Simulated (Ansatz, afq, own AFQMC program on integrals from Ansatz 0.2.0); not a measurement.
# NHCl (quartet): AFQMC on the coupled-cluster ladder at distance Cl1–H2 along a hydrogen transfer = 1.414 Å, cc-pVTZ

Aim: compute NHCl (quartet) with auxiliary-field quantum Monte Carlo on the same integrals as coupled cluster, and set the energies side by side.

Method: cc-pVTZ, frozen cores; program: Ansatz 0.2.0, Gaussian basis, and an in-house AFQMC program (afq) on its integrals; all values are calculated.

The runs, in order: PBE (unrestricted); r2SCAN (unrestricted); PBE0 (unrestricted); B3LYP (unrestricted); CCSD(T) on UHF; wB97M-V (unrestricted); B2PLYP (unrestricted); CCSDT(Q) on UHF; Phaseless AFQMC, CISD trial on UHF.

## 1. The system

The geometry derives from fragments relaxed apart (PBE0/def2-TZVP) and kept rigid, so it is no stationary point. A hydrogen atom is moved between rigid fragments.

3 atoms, charge 0, spin multiplicity 4.

Atoms are counted from 1 here; the program's logs count them from 0.

Bond lengths: Cl1–H2 1.414 Å, H2–N3 1.220 Å. Angles: Cl1–H2–N3 180.0°.

## 2. PBE (unrestricted)

Contents of in.yaml:

```yaml
crystal:
  periodic: [false, false, false]
  atoms:
    - {symbol: Cl, position_ang: [0.000000, 0.000000, -1.349333]}
    - {symbol: H, position_ang: [0.000000, 0.000000, 0.064667]}
    - {symbol: N, position_ang: [0.000000, 0.000000, 1.284667]}
basis:
  gaussian: {orbitals: cc-pVTZ}
magnetization: {spin_polarized: true, initial_magnetization: 3}
hamiltonian: {xc: {name: PBE}}
output: {orbitals: {seedname: orbitals}}
```

On the command line:

```sh
> ansatz run in.yaml --threads 1 --pin off --events-out ev --progress --plain --max-ram 8192MiB --backend cpu
```

The program printed:

```text
Functional definition: PBE
  name "PBE"
  cite "Perdew, Burke & Ernzerhof, Phys. Rev. Lett. 77, 3865 (1996) doi:10.1103/PhysRevLett.77.3865"
  parent pbe
  parameter kappa = 0.804
  parameter beta = 0.06672455060314922
  exchange = pbe_x(kappa = kappa, mu = beta*pi^2/3)
  correlation = pbe_c(beta = beta)
508 factors; their error is unknown
mean field evaluation 1: about -14014.7528 eV, gradient 2.4e1 eV
mean field evaluation 2: about -14006.1104 eV, gradient 4.5e1 eV
mean field evaluation 4: about -14018.1292 eV, gradient 1.6e0 eV
mean field evaluation 8: about -14018.1421 eV, gradient 3.7e-2 eV
mean field evaluation 16: about -14018.1279 eV, gradient 1.4e-5 eV
mean field -14018.12792352 eV, -515.1566993610 hartree, gradient 1.4e-5 eV, S^2 3.755548; 3 other end points of the search recorded, 0 dependent functions left out
reference -14018.12794471 eV, -515.1567001397 hartree; 14, 11 occupied and 64, 67 virtual orbitals, 508 factors
Total energy: -14018.12794471 eV, -515.1567001397 hartree
```

It took 1.8 s on 1 thread of AMD EPYC 7R13 (Zen 3), shared host; peak memory 1.7 GiB.

From the report: ⟨S²⟩ of the determinant 3.756 (pure quartet: 3.75).

## 3. r2SCAN (unrestricted)

Edit in.yaml of step 2 so:

```diff
@@ -9,3 +9,2 @@
 magnetization: {spin_polarized: true, initial_magnetization: 3}
-hamiltonian: {xc: {name: PBE}}
-output: {orbitals: {seedname: orbitals}}
+hamiltonian: {xc: {name: r2SCAN}}
```

The command is unchanged.

The program printed:

```text
Functional definition: r2SCAN
  name "r2SCAN"
  cite "Furness, Kaplan, Ning, Perdew & Sun, J. Phys. Chem. Lett. 11, 8208 (2020) doi:10.1021/acs.jpclett.0c02405"
  cite "Furness, Kaplan, Ning, Perdew & Sun, J. Phys. Chem. Lett. 11, 9248 (2020) doi:10.1021/acs.jpclett.0c03077"
  parent r2scan
  parameter k0 = 0.174
  parameter k1 = 0.065
  parameter a1 = 4.9479
  exchange = r2scan_x(k0 = k0, k1 = k1, a1 = a1)
  correlation = r2scan_c
508 factors; their error is unknown
mean field evaluation 1: about -14021.6592 eV, gradient 1.7e1 eV
mean field evaluation 2: about -14019.0271 eV, gradient 2.8e1 eV
mean field evaluation 4: about -14023.6067 eV, gradient 1.4e0 eV
mean field evaluation 8: about -14023.5987 eV, gradient 3.2e-2 eV
mean field evaluation 16: about -14023.5987 eV, gradient 3.6e-5 eV
mean field -14023.59871130 eV, -515.3577471038 hartree, gradient 3.6e-5 eV, S^2 3.760751; 0 other end points of the search recorded, 0 dependent functions left out
reference -14023.59871751 eV, -515.3577473319 hartree; 14, 11 occupied and 64, 67 virtual orbitals, 508 factors
Total energy: -14023.59871751 eV, -515.3577473319 hartree
```

Wall time 2.2 s (1 thread of AMD EPYC 7R13 (Zen 3), shared host); peak memory 1.7 GiB.

From the report: ⟨S²⟩ of the determinant 3.761 (pure quartet: 3.75).

## 4. PBE0 (unrestricted)

Edit in.yaml of step 3 so:

```diff
@@ -9,2 +9,3 @@
 magnetization: {spin_polarized: true, initial_magnetization: 3}
-hamiltonian: {xc: {name: r2SCAN}}
+hamiltonian: {xc: {name: PBE0}}
+output: {orbitals: {seedname: orbitals}}
```

Launched as before.

The program printed:

```text
Functional definition: PBE0
  name "PBE0"
  cite "Adamo & Barone, J. Chem. Phys. 110, 6158 (1999) doi:10.1063/1.478522"
  cite "Perdew, Burke & Ernzerhof, Phys. Rev. Lett. 77, 3865 (1996) doi:10.1103/PhysRevLett.77.3865"
  parent pbe
  parameter a = 0.25
  parameter kappa = 0.804
  parameter beta = 0.06672455060314922
  exchange = (1 - a)*pbe_x(kappa = kappa, mu = beta*pi^2/3) + a*exact_x
  correlation = pbe_c(beta = beta)
537 factors; their error is unknown
mean field evaluation 1: about -14018.4894 eV, gradient 8.5e0 eV
mean field evaluation 2: about -14018.6706 eV, gradient 9.2e0 eV
mean field evaluation 4: about -14019.1465 eV, gradient 9.4e-1 eV
mean field evaluation 8: about -14019.2280 eV, gradient 3.8e-2 eV
mean field evaluation 16: about -14019.2280 eV, gradient 2.7e-5 eV
mean field -14019.22804453 eV, -515.1971280625 hartree, gradient 2.7e-5 eV, S^2 3.760266; 0 other end points of the search recorded, 0 dependent functions left out
reference -14019.22806058 eV, -515.1971286521 hartree; 14, 11 occupied and 64, 67 virtual orbitals, 537 factors
Total energy: -14019.22806058 eV, -515.1971286521 hartree
```

Wall time 1.1 s (1 thread of AMD EPYC 7R13 (Zen 3), shared host); peak memory 1.7 GiB.

From the report: ⟨S²⟩ of the determinant 3.760 (pure quartet: 3.75).

## 5. B3LYP (unrestricted)

Edit in.yaml of step 4 so:

```diff
@@ -9,3 +9,2 @@
 magnetization: {spin_polarized: true, initial_magnetization: 3}
-hamiltonian: {xc: {name: PBE0}}
-output: {orbitals: {seedname: orbitals}}
+hamiltonian: {xc: {name: B3LYP}}
```

The command is unchanged.

The program printed:

```text
Functional definition: B3LYP
  name "B3LYP"
  cite "Stephens, Devlin, Chabalowski & Frisch, J. Phys. Chem. 98, 11623 (1994) doi:10.1021/j100096a001"
  cite "Becke, Phys. Rev. A 38, 3098 (1988) doi:10.1103/PhysRevA.38.3098"
  cite "Lee, Yang & Parr, Phys. Rev. B 37, 785 (1988) doi:10.1103/PhysRevB.37.785"
  cite "Vosko, Wilk & Nusair, Can. J. Phys. 58, 1200 (1980) doi:10.1139/p80-159"
  parameter a0 = 0.2
  parameter ax = 0.72
  parameter ac = 0.81
  exchange = (1 - a0 - ax)*slater_x + ax*b88_x + a0*exact_x
  correlation = (1 - ac)*vwn_rpa_c + ac*lyp_c
523 factors; their error is unknown
mean field evaluation 1: about -14024.4769 eV, gradient 1.2e1 eV
mean field evaluation 2: about -14024.0624 eV, gradient 1.6e1 eV
mean field evaluation 4: about -14025.4567 eV, gradient 1.3e0 eV
mean field evaluation 8: about -14025.5247 eV, gradient 3.5e-2 eV
mean field -14025.52466168 eV, -515.4285244747 hartree, gradient 7.5e-5 eV, S^2 3.759323; 0 other end points of the search recorded, 0 dependent functions left out
reference -14025.52482281 eV, -515.4285303959 hartree; 14, 11 occupied and 64, 67 virtual orbitals, 523 factors
Total energy: -14025.52482281 eV, -515.4285303959 hartree
```

It took 1 s on 1 thread of AMD EPYC 7R13 (Zen 3), shared host; peak memory 1.7 GiB.

From the report: ⟨S²⟩ of the determinant 3.759 (pure quartet: 3.75).

## 6. CCSD(T) on UHF

Edit in.yaml of step 5 so:

```diff
@@ -9,2 +9,2 @@
 magnetization: {spin_polarized: true, initial_magnetization: 3}
-hamiltonian: {xc: {name: B3LYP}}
+correlation: {method: ccsd_t, electrons: outside_noble_gas, hamiltonian_folder: ham}
```

On the command line:

```sh
> ansatz run in.yaml --threads 1 --pin off --events-out ev --progress --plain --max-ram 24576MiB --backend cuda --devices 0, --max-vram 18GiB
```

The program printed, cut to the lines that bear on the results:

```text
Functional definition: HF
  name "HF"
  cite "Fock, Z. Phys. 61, 126 (1930) doi:10.1007/BF01340294"
  parent pbe
[...]
460 factors; integrals over basis functions are off by at most 1.3e-3 eV
[...]
mean field -13999.07784382 eV, -514.4566218446 hartree, gradient 4.0e-6 eV, S^2 3.783397; 1 other end points of the search recorded, 0 dependent functions left out
determinant -13999.07784382 eV, -514.4566218446 hartree, with singles and doubles -14008.66805079 eV, -514.8090554505 hartree
determinant -13996.36025328 eV, -514.3567522343 hartree, with singles and doubles -14006.00516660 eV, -514.7111962612 hartree
6 core orbitals not correlated: weight in the atoms' cores, before any rotation towards them, 1.000 or more for the frozen orbitals, at most 0.000 for the correlated occupied ones
reference -13999.07784382 eV, -514.4566218446 hartree; 8, 5 occupied and 64, 67 virtual orbitals, 460 factors
second order -8.59911841 eV of doubles, -0.00000000 eV of singles
cycle   1  -9.53513426 eV  change   -6.5e-1 eV  update   1.7e-2
[...]
cycle   9  -9.56381166 eV  change   -3.5e-6 eV  update   1.1e-5
perturbative correction -0.34927477 eV, -0.0128356109 hartree
Total energy: -14008.99093024 eV, -514.8209210512 hartree
```

Wall time 7 s (1 × NVIDIA H100 80GB HBM3 with 1 thread of AMD EPYC 7R13 (Zen 3), shared host); peak host memory 1.7 GiB.

From the report: ⟨S²⟩ of the determinant 3.783 (pure quartet: 3.75); correlation -9.9131 eV; T1 0.016; largest double amplitude 0.04.

This run also writes the integrals to the folder ham.

## 7. wB97M-V (unrestricted)

Edit in.yaml of step 6 so:

```diff
@@ -9,2 +9,3 @@
 magnetization: {spin_polarized: true, initial_magnetization: 3}
-correlation: {method: ccsd_t, electrons: outside_noble_gas, hamiltonian_folder: ham}
+hamiltonian: {xc: {name: wB97M-V}}
+output: {orbitals: {seedname: orbitals}}
```

On the command line:

```sh
> ansatz run in.yaml --threads 1 --pin off --events-out ev --progress --plain --max-ram 8192MiB --backend cpu
```

The program printed, cut to the lines that bear on the results:

```text
Functional definition: wB97M-V
  name "wB97M-V"
  cite "Mardirossian & Head-Gordon, J. Chem. Phys. 144, 214110 (2016) doi:10.1063/1.4952647"
  cite "Becke, J. Chem. Phys. 107, 8554 (1997) doi:10.1063/1.475007"
  cite "Vydrov & Van Voorhis, J. Chem. Phys. 133, 244103 (2010) doi:10.1063/1.3521275"
  # Of w^i u^j: cxij and so on, Table III.
[...]
  gx(w, u) = 1 - cx + cx01*u + cx10*w
  gss(w, u) = css00 + css04*u^4 + css10*w + css20*w^2 + css43*w^4*u^3
  gos(w, u) = cos00 + cos10*w + (cos20 + cos21*u)*w^2 + (cos60 + cos61*u)*w^6
[...]
      + integral(e_c_pw_mod_opposite_spin*gos(b97_w_opposite, b97_u_opposite)) + vv10(b, c)
511 factors; their error is unknown
88 factors; integrals over basis functions are off by at most 1.1e-4 eV
[...]
mean field -14023.75473758 eV, -515.3634809636 hartree, gradient 8.7e-5 eV, S^2 3.759697; 0 other end points of the search recorded, 0 dependent functions left out
reference -14023.75476117 eV, -515.3634818306 hartree; 14, 11 occupied and 64, 67 virtual orbitals, 511 factors
Total energy: -14023.75476117 eV, -515.3634818306 hartree
```

Wall time 3.8 s (1 thread of AMD EPYC 7R13 (Zen 3), shared host); peak memory 1.7 GiB.

From the report: ⟨S²⟩ of the determinant 3.760 (pure quartet: 3.75).

## 8. B2PLYP (unrestricted)

Edit in.yaml of step 7 so:

```diff
@@ -9,3 +9,3 @@
 magnetization: {spin_polarized: true, initial_magnetization: 3}
-hamiltonian: {xc: {name: wB97M-V}}
-output: {orbitals: {seedname: orbitals}}
+hamiltonian: {xc: {name: B2PLYP}}
+correlation: {electrons: outside_noble_gas}
```

Launched as before.

The program printed, cut to the lines that bear on the results:

```text
Functional definition: B2PLYP
  name "B2PLYP"
  cite "Grimme, J. Chem. Phys. 124, 034108 (2006) doi:10.1063/1.2148954"
  cite "Becke, Phys. Rev. A 38, 3098 (1988) doi:10.1103/PhysRevA.38.3098"
  cite "Lee, Yang & Parr, Phys. Rev. B 37, 785 (1988) doi:10.1103/PhysRevB.37.785"
[...]
460 factors; integrals over basis functions are off by at most 1.3e-3 eV
[...]
mean field -14017.51993110 eV, -515.1343560518 hartree, gradient 4.9e-6 eV, S^2 3.768547; 0 other end points of the search recorded, 0 dependent functions left out
6 core orbitals not correlated: weight in the atoms' cores, before any rotation towards them, 1.000 or more for the frozen orbitals, at most 0.000 for the correlated occupied ones
reference -14017.52003396 eV, -515.1343598317 hartree; 8, 5 occupied and 64, 67 virtual orbitals, 460 factors
second order -10.50750269 eV of doubles, -0.00000000 eV of singles
Total energy: -14020.35705969 eV, -515.2386186041 hartree
```

Run time: 1.6 s. Hardware: 1 thread of AMD EPYC 7R13 (Zen 3), shared host; peak memory 1.7 GiB.

From the report: ⟨S²⟩ of the determinant 3.769 (pure quartet: 3.75).

## 9. CCSDT(Q) on UHF

Edit in.yaml of step 8 so:

```diff
@@ -9,3 +9,2 @@
 magnetization: {spin_polarized: true, initial_magnetization: 3}
-hamiltonian: {xc: {name: B2PLYP}}
-correlation: {electrons: outside_noble_gas}
+correlation: {method: ccsdt_q, electrons: outside_noble_gas}
```

On the command line:

```sh
> ansatz run in.yaml --threads 1 --pin off --events-out ev --progress --plain --max-ram 24576MiB --backend cuda --devices 0, --max-vram 18GiB
```

The program printed, cut to the lines that bear on the results:

```text
Functional definition: HF
  name "HF"
  cite "Fock, Z. Phys. 61, 126 (1930) doi:10.1007/BF01340294"
  parent pbe
[...]
903 factors; integrals over basis functions are off by at most 2.3e-7 eV
[...]
mean field -13999.07785156 eV, -514.4566221289 hartree, gradient 3.8e-6 eV, S^2 3.783397; 1 other end points of the search recorded, 0 dependent functions left out
determinant -13999.07785156 eV, -514.4566221289 hartree, with singles and doubles -14008.66807384 eV, -514.8090562975 hartree
determinant -13996.36026079 eV, -514.3567525102 hartree, with singles and doubles -14006.00519271 eV, -514.7111972207 hartree
6 core orbitals not correlated: weight in the atoms' cores, before any rotation towards them, 1.000 or more for the frozen orbitals, at most 0.000 for the correlated occupied ones
reference -13999.07785156 eV, -514.4566221289 hartree; 8, 5 occupied and 64, 67 virtual orbitals, 903 factors
second order -8.59913762 eV of doubles, -0.00000000 eV of singles
cycle   1  -9.27912539 eV  change   -6.8e-1 eV  update   7.3e-2
[...]
cycle  19  -9.94448692 eV  change   -1.3e-6 eV  update   3.2e-7
perturbative correction -0.01593036 eV, -0.0005854299 hartree
Total energy: -14009.03826883 eV, -514.8226607125 hartree
```

It took 20 s on 1 × NVIDIA H100 80GB HBM3 with 1 thread of AMD EPYC 7R13 (Zen 3), shared host; peak host memory 1.7 GiB.

From the report: ⟨S²⟩ of the determinant 3.783 (pure quartet: 3.75); correlation -9.9604 eV; T1 0.018; largest double amplitude 0.05.

## 10. Phaseless AFQMC, CISD trial on UHF

It reads the integrals that the CCSD(T) run on this determinant wrote.

On the command line:

```sh
> afq ham --method phaseless --trial cisd --walkers 2600 --populations 20 --least-time 60 --time-step 0.005 --steps-per-block 50 --equilibration-blocks 28 --max-blocks 4000 --target-error 0.00021 --factor-cut 1e-05 --start spin_pure --seed 1526 --release-times 0.24,0.51,0.99,1.62,2.4 --release-step 0.03 --release-every 3 --taylor-order 6
```

The program printed:

```text
orbitals 72  electrons 8 5  factors 452 of 460
reference energy -514.45662184 Eh
CCSD correlation -0.35146390 Eh in 12 cycles, weight of the determinant in the CISD state 0.8771
energy of the start -514.806599 Eh
 block  time / (1/Eh)  mean weight  energy / Eh
     1     0.250  1.0001  -514.803894
     2     0.500  1.0000  -514.809139
     3     0.750  0.9997  -514.813375
     4     1.000  0.9999  -514.816487
     5     1.250  1.0005  -514.818885
     6     1.500  1.0003  -514.819884
     7     1.750  1.0002  -514.820632
     8     2.000  0.9998  -514.820727
     9     2.250  0.9995  -514.821306
    10     2.500  0.9996  -514.821690
    13     3.250  0.9998  -514.822666
    16     4.000  0.9994  -514.820913
    19     4.750  0.9999  -514.822323
    22     5.500  1.0003  -514.822343
    25     6.250  1.0001  -514.822510
    28     7.000  1.0007  -514.821960
    31     7.750  0.9998  -514.821868
    34     8.500  0.9995  -514.821783
    37     9.250  0.9996  -514.822464
    40    10.000  1.0000  -514.822344
    43    10.750  0.9995  -514.822812
    46    11.500  0.9996  -514.822418
    49    12.250  1.0004  -514.822949
    52    13.000  0.9998  -514.822732
    55    13.750  0.9994  -514.821002
    58    14.500  1.0001  -514.822268
    61    15.250  0.9995  -514.822826
    64    16.000  1.0005  -514.822088
    67    16.750  0.9996  -514.822832
    70    17.500  1.0000  -514.822166
    73    18.250  1.0003  -514.822390
    76    19.000  0.9997  -514.821938
    79    19.750  1.0004  -514.820883
    82    20.500  1.0004  -514.823068
    85    21.250  0.9998  -514.823142
    88    22.000  1.0005  -514.821930
    91    22.750  1.0000  -514.820909
    94    23.500  1.0004  -514.822390
    97    24.250  0.9999  -514.821720
   100    25.000  0.9993  -514.822200
   103    25.750  1.0001  -514.822127
   106    26.500  0.9997  -514.821565
   109    27.250  0.9999  -514.821552
   112    28.000  0.9997  -514.821077
   115    28.750  0.9998  -514.821979
   118    29.500  1.0000  -514.821288
   121    30.250  0.9998  -514.821937
   124    31.000  1.0000  -514.822535
error from the spread of 20 populations
released: time / (1/Eh)  energy / Eh  error  mean overlap
  0.24  -514.822425  0.000111  0.9965
  0.51  -514.822767  0.000174  0.9915
  0.99  -514.823166  0.000136  0.9816
  1.62  -514.786283  0.036740  0.9785
  2.40  -514.823152  0.000246  0.9660
energy -514.822163 +/- 0.000133 Eh
```

Wall time 4.1 min (1 × NVIDIA H100 80GB HBM3 with 2 threads of AMD EPYC 7R13 (Zen 3), shared host); peak host memory 1.7 GiB.

Energy -14009.0247 ± 0.0036 eV. Caveats: constraint bias not in the error.

## 11. All levels side by side

On the UHF determinant, counted from CCSDT(Q) (a yardstick, not exact):

```tsv
level	energy (eV)	from CCSDT(Q) (kcal/mol)	statistical error (kcal/mol)	time
HF	-13999.0778	+229.69		
MP2	-14007.6770	+31.39		
CCSD	-14008.6417	+9.15		
CCSD(T)	-14008.9909	+1.09		
CCSDT(Q)	-14009.0383	0.00		
Phaseless AFQMC, CISD trial, step 0.005, 2600 walkers	-14009.0247	+0.31	0.08	4.1 min
```

The functionals' totals stand on their own zeros and serve differences with other points: PBE -14018.128 eV; r2SCAN -14023.599 eV; PBE0 -14019.228 eV; B3LYP -14025.525 eV; wB97M-V -14023.755 eV; B2PLYP -14020.357 eV.

## 12. What came out

| quantity | value |
| --- | --- |
| CCSD(T) on UHF from CCSDT(Q) | +1.09 kcal/mol |
| Phaseless AFQMC, CISD trial on UHF from CCSDT(Q) | +0.31 ± 0.08 kcal/mol |

**Reading.** On UHF the phaseless walk with the CISD trial lies +0.31 kcal/mol from CCSDT(Q), 4 times its error bar. Error bars are statistical and leave out the constraint, the time step and what remains of the start.
